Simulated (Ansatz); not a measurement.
Input for Ansatz (development build ahead of 0.2.0):

```yaml
crystal:
  periodic: [false, false, false]
  atoms:
    - { symbol: F, position_ang: [0.0259, 0.04047, -1.13002] }
    - { symbol: H, position_ang: [-0.01312, 0.01894, 0.04438] }
    - { symbol: F, position_ang: [-0.03869, -0.01163, 1.17332] }
basis:
  gaussian: { orbitals: def2-TZVP }
total_charge: -1
hamiltonian:
  xc: hf
```

The input is written out in the form of the current development build from the run's settings.

Output:

```yaml
Converged: yes
Total_energy: -199.57870 hartree
Spin_squared_of_the_determinant: 0.000
```

Caution: no diffuse functions for an anion.
